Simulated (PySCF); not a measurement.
# BH3O (SMILES [H]B([H])O) at r2SCAN/STO-3G

What is the vertical singlet–triplet gap of BH3O at r2SCAN/STO-3G? Input form: a Python script.

The calculation is run with PySCF 2.14.0.

8 further runs of the same task are left out: 8 set aside as unsound or not needed.

### Step 1. The molecule

The species is BH3O (5 atoms), meant as a singlet with charge 0. SMILES: `[H]B([H])O`. The coordinates come from a GFN2-xTB relaxation.

Bond lengths: B1–O4 1.325 Å, B1–H2 1.172 Å, B1–H3 1.182 Å, O4–H5 0.958 Å. Angles: B1–O4–H5 117.9°, H2–B1–O4 115.8°, H3–B1–O4 122.8°, H2–B1–H3 121.4°.

### Step 2. The energy at r2SCAN/STO-3G

Contents of job.py:

```python
# BH2(OH)
from pyscf import gto, dft

system = gto.M(
    atom=[
    ('B', (0.270970, 0.302480, -0.108500)),
    ('H', (1.403550, 0.390040, -0.395610)),
    ('H', (-0.432910, 1.251360, -0.080700)),
    ('O', (-0.159420, -0.918700, 0.174490)),
    ('H', (-1.082200, -1.025180, 0.410320)),
],
    basis='sto-3g',
    charge=0,
    max_memory=1860,
    spin=0,
    verbose=3,
)

calc0 = dft.RKS(system)
calc0.xc = 'r2scan'
calc0.grids.level = 5
calc0.conv_tol = 1e-10
calc0.kernel()
if not calc0.converged:
    calc0 = calc0.newton().run(calc0.mo_coeff, calc0.mo_occ)

e_tot = calc0.e_tot
print('E(%s) = %.9f' % ('R2SCAN', e_tot))
```

On the command line:

```
$ OMP_NUM_THREADS=1 python job.py
```

Log:

```text
converged SCF energy = -100.488492181626
E(R2SCAN) = -100.488492182
```

Wall time 2.1 s (1 thread of Arm Neoverse V2, shared host); peak memory 0.18 GiB.

### Step 3. The triplet at the same level

Contents of job.py:

```python
from pyscf import gto, dft

mol = gto.M(
    atom='''
B      0.512059     0.571604    -0.205035
H      2.652325     0.737069    -0.747595
H     -0.818081     2.364728    -0.152501
O     -0.301260    -1.736091     0.329738
H     -2.045062    -1.937309     0.775392
''',
    spin=2,
    max_memory=1860,
    verbose=4,
    unit='bohr',
    basis='sto-3g',
)

mf = dft.UKS(mol)
mf.xc = 'r2scan'
mf.conv_tol = 1e-10
mf.grids.level = 5
mf.kernel()
if not mf.converged:
    mf = mf.newton().run(mf.mo_coeff, mf.mo_occ)

e_final = mf.e_tot
print('E = %.10f Eh' % e_final)
```

On the command line:

```
$ OMP_NUM_THREADS=1 python job.py
```

Log:

```text
PySCF version 2.14.0

[... 57 lines left out ...]
[... the frontier-level lines of each cycle are left out ...]
[... 5 lines left out ...]
[... 5 lines left out ...]
[... 5 lines left out ...]
[... 5 lines left out ...]
[... 5 lines left out ...]
[... 5 lines left out ...]
[... 5 lines left out ...]
[... 5 lines left out ...]

cycle= 9 E= -100.235468061601  delta_E= -3.14e-09  |g|= 9.13e-06  |ddm|= 0.000175


cycle= 10 E= -100.235468061748  delta_E= -1.47e-10  |g|= 5.36e-06  |ddm|= 5.06e-05


cycle= 11 E= -100.235468061791  delta_E= -4.31e-11  |g|= 7.57e-07  |ddm|= 2.34e-05


Extra cycle  E= -100.235468061796  delta_E= -4.58e-12  |g|= 4.68e-07  |ddm|= 1.02e-05
converged SCF energy = -100.235468061796  <S^2> = 2.0014488  2S+1 = 3.0009657
E = -100.2354680618 Eh
```

Wall time 4.2 s (1 thread of Arm Neoverse V2, shared host); peak memory 0.19 GiB.

### Step 4. Summary of results

Level: r2SCAN/STO-3G.

```
                                        quantity          value
                           singlet: total energy  -100.48849 Eh
                          singlet: dipole moment         1.96 D
                            singlet: HOMO energy       -5.09 eV
                            singlet: LUMO energy        2.60 eV
                          singlet: HOMO–LUMO gap        7.69 eV
                           triplet: total energy  -100.23547 Eh
                          triplet: dipole moment         2.28 D
                                   triplet: ⟨S²⟩          2.001
vertical energy of the triplet above the singlet       6.885 eV
```

What this shows: At this shape the triplet lies 6.89 eV (159 kcal/mol) above the singlet. In a minimal basis such a difference can be off by several eV, whatever the method. Mulliken charges (singlet) run from -0.29 on O4 to +0.26 on H5; they depend strongly on the basis. Mulliken charges (triplet) run from -0.22 on O4 to +0.28 on H5; they depend strongly on the basis.
